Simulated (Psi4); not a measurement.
# AlNH3 (SMILES [NH2][AlH]) at USVWN-RPA/def2-TZVP (density fitting)

Aim: a short trajectory of AlNH3. The job is set up through an ASE script.

The results are computed with Psi4 1.11.

### 1 Starting point

AlNH3: 5 atoms, total charge 0, spin state doublet. SMILES: `[NH2][AlH]`. Geometry: relaxed at PBE0-D4/def2-TZVP (4 decimals). This is one conformer, not always the lowest. The run starts from this shape.

Bond lengths: N1–Al2 1.774 Å, N1–H3 1.007 Å, N1–H4 1.009 Å, Al2–H5 1.604 Å. Angles: N1–Al2–H5 115.7°, Al2–N1–H3 125.4°, Al2–N1–H4 124.3°, H3–N1–H4 110.2°.

### 2 Molecular dynamics at USVWN-RPA/def2-TZVP (density fitting)

File alh3n.sdf:

```

     RDKit          3D

  5  4  0  0  0  0  0  0  0  0999 V2000
   -0.1166   -0.6608    0.1751 N   0  0  0  0  0  0  0  0  0  0  0  0
    0.8366    0.8339    0.1208 Al  0  0  0  0  0  2  0  0  0  0  0  0
    0.1485   -1.5053    0.6555 H   0  0  0  0  0  0  0  0  0  0  0  0
   -1.0103   -0.7828   -0.2774 H   0  0  0  0  0  0  0  0  0  0  0  0
    0.1918    2.0414   -0.7154 H   0  0  0  0  0  0  0  0  0  0  0  0
  2  1  1  0
  3  1  1  0
  4  1  1  0
  5  2  1  0
M  RAD  1   2   2
M  END
$$$$
```

File run.py:

```python
import numpy as np
from ase.calculators.psi4 import Psi4
from ase.io import read
from ase import units
from ase.md.velocitydistribution import MaxwellBoltzmannDistribution, Stationary
from ase.md.verlet import VelocityVerlet

mol = read('alh3n.sdf')
calc = Psi4(atoms=mol, method='svwn', basis='def2-TZVP', memory='1600MB', num_threads=1, charge=0, multiplicity=2, label='calc', reference='uks')
mol.calc = calc

MaxwellBoltzmannDistribution(mol, temperature_K=100.0, rng=np.random.default_rng(650))
Stationary(mol)
dyn = VelocityVerlet(mol, 1.0 * units.fs)
def show():
    ep, ek = mol.get_potential_energy(), mol.get_kinetic_energy()
    print(f'step {dyn.nsteps:3d}  Epot {ep:14.6f}  Ekin {ek:9.6f}  Etot {ep + ek:14.6f} eV  T {mol.get_temperature():7.1f} K')
dyn.attach(show)
dyn.run(25)
```

The run is started by

```sh
$ python run.py
```

calc.dat:

```text
[...]
  Running in c1 symmetry.
[...]
  Nuclear repulsion =   46.248709641846887
[...]
  Multiplicity = 2
[...]
  Nalpha       = 12
  Nbeta        = 11
[...]
    Number of basis functions: 86
[...]
   @DF-UKS iter   1:  -297.43119285316959    1.67739e-02   1.26993e-02 DIIS/ADIIS
[...]
   @DF-UKS iter  13:  -297.92896463877111   -1.53477e-12   3.20538e-09 DIIS
[...]
   @S^2 Observed:                7.516607860E-01
[...]
    Orbital Energies [Eh]
    ---------------------
    Alpha Occupied:
       1A    -55.111693     2A    -13.853741     3A     -3.915004
       4A     -2.548162     5A     -2.544414     6A     -2.540793
       7A     -0.765655     8A     -0.449888     9A     -0.408898
      10A     -0.313884    11A     -0.251176    12A     -0.182116
    Alpha Virtual:
      13A     -0.085071    14A     -0.030366    15A      0.027433
      16A      0.047750    17A      0.056073    18A      0.097924
      19A      0.101111    20A      0.118404    21A      0.152537
      22A      0.160608    23A      0.172260    24A      0.175593
      25A      0.232505    26A      0.304845    27A      0.349151
[...]
  @DF-UKS Final Energy:  -297.92896463877111
   => Energetics <=
    Nuclear Repulsion Energy =             46.2487096418468866
    One-Electron Energy =                -505.2823654090432228
    Two-Electron Energy =                 186.6655631549911334
    DFT Exchange-Correlation Energy =     -25.5608720265658427
    Empirical Dispersion Energy =           0.0000000000000000
    VV10 Nonlocal Energy =                  0.0000000000000000
    Total Energy =                       -297.9289646387711059
[...]
 Multipole Moments:
 ------------------------------------------------------------------------------------
     Multipole            Electronic (a.u.)      Nuclear  (a.u.)        Total (a.u.)
 ------------------------------------------------------------------------------------
 L = 1.  Multiply by 2.5417464519 to convert [e a0] to [Debye]
 Dipole X            :          2.2777879           -2.4847921           -0.2070042
 Dipole Y            :          1.1416706           -1.4899723           -0.3483017
 Dipole Z            :          0.7839963           -0.5652587            0.2187375
 Magnitude           :                                                    0.4604464
[...]
  -Total Gradient:
     Atom            X                  Y                   Z
    ------   -----------------  -----------------  -----------------
       1        0.000438465299    -0.013394179874     0.001966308175
       2       -0.000178943785     0.011479559411    -0.003595979939
       3       -0.003414210976     0.009077022780    -0.004991655663
       4        0.000301466010     0.000401531258     0.001713951629
       5        0.002836782377    -0.007551841642     0.004914366373
[...]
```

On the terminal:

```text
step   0  Epot   -8107.086765  Ekin  0.060368  Etot   -8107.026397 eV  T    93.4 K
step   1  Epot   -8107.087186  Ekin  0.060529  Etot   -8107.026656 eV  T    93.7 K
step   2  Epot   -8107.072011  Ekin  0.046468  Etot   -8107.025543 eV  T    71.9 K
step   3  Epot   -8107.057379  Ekin  0.032798  Etot   -8107.024580 eV  T    50.7 K
step   4  Epot   -8107.057614  Ekin  0.032742  Etot   -8107.024872 eV  T    50.7 K
step   5  Epot   -8107.068407  Ekin  0.042401  Etot   -8107.026006 eV  T    65.6 K
step   6  Epot   -8107.073296  Ekin  0.046880  Etot   -8107.026416 eV  T    72.5 K
step   7  Epot   -8107.066730  Ekin  0.041292  Etot   -8107.025438 eV  T    63.9 K
step   8  Epot   -8107.062305  Ekin  0.037450  Etot   -8107.024855 eV  T    57.9 K
step   9  Epot   -8107.067811  Ekin  0.041994  Etot   -8107.025817 eV  T    65.0 K
step  10  Epot   -8107.069884  Ekin  0.043322  Etot   -8107.026561 eV  T    67.0 K
step  11  Epot   -8107.057645  Ekin  0.031774  Etot   -8107.025870 eV  T    49.2 K
step  12  Epot   -8107.040664  Ekin  0.015902  Etot   -8107.024762 eV  T    24.6 K
step  13  Epot   -8107.035173  Ekin  0.010571  Etot   -8107.024602 eV  T    16.4 K
step  14  Epot   -8107.043593  Ekin  0.018064  Etot   -8107.025528 eV  T    28.0 K
step  15  Epot   -8107.052443  Ekin  0.026134  Etot   -8107.026309 eV  T    40.4 K
step  16  Epot   -8107.050899  Ekin  0.025151  Etot   -8107.025748 eV  T    38.9 K
step  17  Epot   -8107.047168  Ekin  0.022355  Etot   -8107.024813 eV  T    34.6 K
step  18  Epot   -8107.054096  Ekin  0.028776  Etot   -8107.025320 eV  T    44.5 K
step  19  Epot   -8107.064579  Ekin  0.038122  Etot   -8107.026457 eV  T    59.0 K
step  20  Epot   -8107.062392  Ekin  0.036014  Etot   -8107.026378 eV  T    55.7 K
step  21  Epot   -8107.048223  Ekin  0.022966  Etot   -8107.025256 eV  T    35.5 K
step  22  Epot   -8107.038269  Ekin  0.013718  Etot   -8107.024551 eV  T    21.2 K
step  23  Epot   -8107.042978  Ekin  0.017928  Etot   -8107.025050 eV  T    27.7 K
step  24  Epot   -8107.055093  Ekin  0.029021  Etot   -8107.026072 eV  T    44.9 K
step  25  Epot   -8107.060065  Ekin  0.033888  Etot   -8107.026177 eV  T    52.4 K
```

Run time: 83 s. Hardware: 1 thread of Intel Xeon 6975P-C (Granite Rapids), shared host; peak memory 0.68 GiB.

The path in brief:

```tsv
step	potential energy change (eV)	largest force (eV/Å)
0	0.0000	0.5845
2	0.0148	0.8004
4	0.0292	1.1030
6	0.0135	0.5189
8	0.0245	1.0566
10	0.0169	0.7536
12	0.0461	1.4582
14	0.0432	1.0842
16	0.0359	0.7943
18	0.0327	0.8220
20	0.0244	0.5684
22	0.0485	0.9339
24	0.0317	0.6731
25	0.0267	0.6965
```

### 3 Outcome

Level: USVWN-RPA/def2-TZVP (density fitting).

```
                          quantity          value
potential energy of the last frame  -297.92896 Eh
```
